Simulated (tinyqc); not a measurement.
Pariser-Parr-Pople SCF with singles CI, for the molecule c1ccccc1 (SMILES; centres numbered as the heavy atoms are written), step by step. Computed by tinyqc, a small Python program that keeps every step. Settings: charge = 0, gamma = MN, start = huckel, damping = 0.3, iteration cap = 65, excitations kept = 9. Command: `OMP_NUM_THREADS=1 python tinyqc.py 24232 24233 out.jsonl` (the two numbers bound the seeds that draw the settings). One thread of a shared host (Intel(R) Xeon(R) Processor @ 2.60GHz), about 0.01 s of CPU time with the checks. Later iterations appear only in the table of the cycle.

## PPP integrals

Centres (angstrom, eV; a flat drawing with bonds scaled to 1.40 angstrom):
```
centre          x          y  core charge z          W   gamma_rr
1C       1.400000   0.000000              1  11.160000  11.130000
2C       0.700000   1.212000              1  11.160000  11.130000
3C      -0.700000   1.212000              1  11.160000  11.130000
4C      -1.400000   0.000000              1  11.160000  11.130000
5C      -0.700000  -1.212000              1  11.160000  11.130000
6C       0.700000  -1.212000              1  11.160000  11.130000
```

Resonance integrals (eV):
```
i  j       beta
1  2  -2.390000
2  3  -2.390000
3  4  -2.390000
4  5  -2.390000
5  6  -2.390000
6  1  -2.390000
```

Mataga-Nishimoto: gamma = 14.399645/(R + a), a = 2 x 14.399645/(gamma_rr + gamma_ss); H_rr = -W_r - sum_(s != r) z_s gamma_rs; H_rs = beta for bonds.

repulsion gamma_rs (eV):
```
           1C         2C         3C         4C         5C         6C
1C  11.130000   5.346287   3.872515   3.517455   3.872515   5.346287
2C   5.346287  11.130000   5.345539   3.872515   3.518103   3.873196
3C   3.872515   5.345539  11.130000   5.346287   3.873196   3.518103
4C   3.517455   3.872515   5.346287  11.130000   5.346287   3.872515
5C   3.872515   3.518103   3.873196   5.346287  11.130000   5.345539
6C   5.346287   3.873196   3.518103   3.872515   5.345539  11.130000
```

core matrix H (eV):
```
            1C          2C          3C          4C          5C          6C
1C  -33.115059   -2.390000    0.000000    0.000000    0.000000   -2.390000
2C   -2.390000  -33.115640   -2.390000    0.000000    0.000000    0.000000
3C    0.000000   -2.390000  -33.115640   -2.390000    0.000000    0.000000
4C    0.000000    0.000000   -2.390000  -33.115059   -2.390000    0.000000
5C    0.000000    0.000000    0.000000   -2.390000  -33.115640   -2.390000
6C   -2.390000    0.000000    0.000000    0.000000   -2.390000  -33.115640
```

## Starting guess

pi electrons, sum of z_r less the charge = 6

Orbitals of the Hueckel matrix of the beta values.

P at the start:
```
           1C         2C         3C         4C         5C         6C
1C   1.000000   0.666667   0.000000  -0.333333   0.000000   0.666667
2C   0.666667   1.000000   0.666667   0.000000  -0.333333   0.000000
3C   0.000000   0.666667   1.000000   0.666667   0.000000  -0.333333
4C  -0.333333   0.000000   0.666667   1.000000   0.666667   0.000000
5C   0.000000  -0.333333   0.000000   0.666667   1.000000   0.666667
6C   0.666667   0.000000  -0.333333   0.000000   0.666667   1.000000
```

## Iteration 1: Fock matrix

F_rr = H_rr + P_rr gamma_rr / 2 + sum_(s != r) P_ss gamma_rs; F_rs = H_rs - P_rs gamma_rs / 2; E = tr P (H + F) / 2 + core repulsion sum_(r<s) z_r z_s gamma_rs.

F (eV):
```
           1C         2C         3C         4C         5C         6C
1C  -5.595000  -4.172096   0.000000   0.586242   0.000000  -4.172096
2C  -4.172096  -5.595000  -4.171846   0.000000   0.586350   0.000000
3C   0.000000  -4.171846  -5.595000  -4.172096   0.000000   0.586350
4C   0.586242   0.000000  -4.172096  -5.595000  -4.172096   0.000000
5C   0.000000   0.586350   0.000000  -4.172096  -5.595000  -4.171846
6C  -4.172096   0.000000   0.586350   0.000000  -4.171846  -5.595000
```

pi energy = -77.099365 eV

## Iteration 1: orbitals and new P

Diagonalise F (the basis is taken as orthonormal) and form P = 2 sum c c over the lowest orbitals; 0.3 of the old P is kept.

orbital energies (eV): -13.352711  -10.353457  -10.353197  -0.836803  -0.836543  2.162711

P after iteration 1:
```
           1C         2C         3C         4C         5C         6C
1C   1.000000   0.666671   0.000000  -0.333316   0.000000   0.666671
2C   0.666671   1.000000   0.666658   0.000000  -0.333342   0.000000
3C   0.000000   0.666658   1.000000   0.666671   0.000000  -0.333342
4C  -0.333316   0.000000   0.666671   1.000000   0.666671   0.000000
5C   0.000000  -0.333342   0.000000   0.666671   1.000000   0.666658
6C   0.666671   0.000000  -0.333342   0.000000   0.666658   1.000000
```

## Iteration 2: Fock matrix

As before.

F (eV):
```
           1C         2C         3C         4C         5C         6C
1C  -5.595000  -4.172108   0.000000   0.586211   0.000000  -4.172108
2C  -4.172108  -5.595000  -4.171823   0.000000   0.586366   0.000000
3C   0.000000  -4.171823  -5.595000  -4.172108   0.000000   0.586366
4C   0.586211   0.000000  -4.172108  -5.595000  -4.172108   0.000000
5C   0.000000   0.586366   0.000000  -4.172108  -5.595000  -4.171823
6C  -4.172108   0.000000   0.586366   0.000000  -4.171823  -5.595000
```

pi energy = -77.099365 eV

## Iteration 2: orbitals and new P

As before.

orbital energies (eV): -13.352711  -10.353466  -10.353189  -0.836811  -0.836534  2.162711

P after iteration 2:
```
           1C         2C         3C         4C         5C         6C
1C   1.000000   0.666673   0.000000  -0.333306   0.000000   0.666673
2C   0.666673   1.000000   0.666653   0.000000  -0.333347   0.000000
3C   0.000000   0.666653   1.000000   0.666673   0.000000  -0.333347
4C  -0.333306   0.000000   0.666673   1.000000   0.666673   0.000000
5C   0.000000  -0.333347   0.000000   0.666673   1.000000   0.666653
6C   0.666673   0.000000  -0.333347   0.000000   0.666653   1.000000
```

## Iteration 3: Fock matrix

As before.

F (eV):
```
           1C         2C         3C         4C         5C         6C
1C  -5.595000  -4.172114   0.000000   0.586195   0.000000  -4.172114
2C  -4.172114  -5.595000  -4.171810   0.000000   0.586374   0.000000
3C   0.000000  -4.171810  -5.595000  -4.172114   0.000000   0.586374
4C   0.586195   0.000000  -4.172114  -5.595000  -4.172114   0.000000
5C   0.000000   0.586374   0.000000  -4.172114  -5.595000  -4.171810
6C  -4.172114   0.000000   0.586374   0.000000  -4.171810  -5.595000
```

pi energy = -77.099365 eV

## Iteration 3: orbitals and new P

As before.

orbital energies (eV): -13.352711  -10.353470  -10.353184  -0.836816  -0.836530  2.162711

P after iteration 3:
```
           1C         2C         3C         4C         5C         6C
1C   1.000000   0.666675   0.000000  -0.333301   0.000000   0.666675
2C   0.666675   1.000000   0.666651   0.000000  -0.333349   0.000000
3C   0.000000   0.666651   1.000000   0.666675   0.000000  -0.333349
4C  -0.333301   0.000000   0.666675   1.000000   0.666675   0.000000
5C   0.000000  -0.333349   0.000000   0.666675   1.000000   0.666651
6C   0.666675   0.000000  -0.333349   0.000000   0.666651   1.000000
```

## Convergence

Stop when output and input P, before any damping, agree to 1e-7.

Course of the cycle:
```
iteration        E (eV)  largest |P(out) - P(in)|
1          -77.09936505                  2.54e-05
2          -77.09936506                  1.35e-05
3          -77.09936506                  7.16e-06
4          -77.09936506                  3.80e-06
5          -77.09936506                  2.02e-06
6          -77.09936506                  1.07e-06
7          -77.09936506                  5.68e-07
8          -77.09936506                  3.02e-07
9          -77.09936506                  1.60e-07
10         -77.09936506                  8.50e-08
```

Converged in 10 iterations.

## Converged orbitals

Charges are z - P_rr.

orbital energies (eV): -13.352711  -10.353475  -10.353180  -0.836820  -0.836525  2.162711

coefficients:
```
         MO1        MO2        MO3        MO4        MO5        MO6
1C  0.408260   0.577342   0.000000   0.000000   0.577342   0.408260
2C  0.408242   0.288683   0.500000   0.500000  -0.288683  -0.408242
3C  0.408242  -0.288683   0.500000  -0.500000  -0.288683   0.408242
4C  0.408260  -0.577342   0.000000   0.000000   0.577342  -0.408260
5C  0.408242  -0.288683  -0.500000   0.500000  -0.288683   0.408242
6C  0.408242   0.288683  -0.500000  -0.500000  -0.288683  -0.408242
```

pi charges: 1C 0.000000, 2C 0.000000, 3C 0.000000, 4C 0.000000, 5C 0.000000, 6C 0.000000

Within a degenerate level the vectors are fixed only up to a rotation; this is one choice.

## Singles CI, singlets

Over the 9 single excitations with the smallest orbital gaps: A = (e_a - e_i) delta + 2 (ia|jb) - (ij|ab), with (pq|rs) = sum c_mp c_mq gamma_mn c_nr c_ns. f = 2/3 w |mu|^2 in atomic units, mu = sqrt2 sum c_ia sum_m c_mi c_ma R_m.

singlet CI matrix (eV):
```
           3>4        3>5        2>4       2>5        3>6        1>4       1>5       2>6
3>4   6.619427   0.000000   0.000000  0.411643   0.000000   0.000000  0.000000  0.000000
3>5   0.000000   5.968917  -1.061653  0.000000   0.000000   0.000000  0.000000  0.000000
2>4   0.000000  -1.061653   5.968917  0.000000   0.000000   0.000000  0.000000  0.000000
2>5   0.411643   0.000000   0.000000  6.619678   0.000000   0.000000  0.000000  0.000000
3>6   0.000000   0.000000   0.000000  0.000000   8.811381  -0.295741  0.000000  0.000000
1>4   0.000000   0.000000   0.000000  0.000000  -0.295741   8.811381  0.000000  0.000000
1>5   0.000000   0.000000   0.000000  0.000000   0.000000   0.000000  8.811618  0.295194
2>6   0.000000   0.000000   0.000000  0.000000   0.000000   0.000000  0.295194  8.811618
1>6  -0.041177   0.000000   0.000000  0.040700   0.000000   0.000000  0.000000  0.000000

           1>6
3>4  -0.041177
3>5   0.000000
2>4   0.000000
2>5   0.040700
3>6   0.000000
1>4   0.000000
1>5   0.000000
2>6   0.000000
1>6  11.556354
```

singlet excitation energies (eV): 4.907264  6.207283  7.030570  7.031196  8.515640  8.516424  9.106811  9.107122  11.556981

oscillator strengths: 0.000000  0.000000  1.204801  1.205637  0.000000  0.000000  0.000000  0.000000  0.000000

## Singles CI, triplets

Over the 9 single excitations with the smallest orbital gaps: A = (e_a - e_i) delta - (ij|ab), with (pq|rs) = sum c_mp c_mq gamma_mn c_nr c_ns.

triplet CI matrix (eV):
```
          3>4       3>5       2>4        2>5       3>6       1>4        1>5        2>6
3>4  3.549650  0.000000  0.000000   0.452473  0.000000  0.000000   0.000000   0.000000
3>5  0.000000  4.454791  0.452473   0.000000  0.000000  0.000000   0.000000   0.000000
2>4  0.000000  0.452473  4.454791   0.000000  0.000000  0.000000   0.000000   0.000000
2>5  0.452473  0.000000  0.000000   3.550420  0.000000  0.000000   0.000000   0.000000
3>6  0.000000  0.000000  0.000000   0.000000  7.001643  1.513997   0.000000   0.000000
1>4  0.000000  0.000000  0.000000   0.000000  1.513997  7.001643   0.000000   0.000000
1>5  0.000000  0.000000  0.000000   0.000000  0.000000  0.000000   7.001951  -1.514473
2>6  0.000000  0.000000  0.000000   0.000000  0.000000  0.000000  -1.514473   7.001951
1>6  1.513997  0.000000  0.000000  -1.514473  0.000000  0.000000   0.000000   0.000000

           1>6
3>4   1.513997
3>5   0.000000
2>4   0.000000
2>5  -1.514473
3>6   0.000000
1>4   0.000000
1>5   0.000000
2>6   0.000000
1>6  10.001181
```

triplet excitation energies (eV): 2.487253  4.002318  4.002508  4.907264  5.487478  5.487646  8.515640  8.516424  10.611489
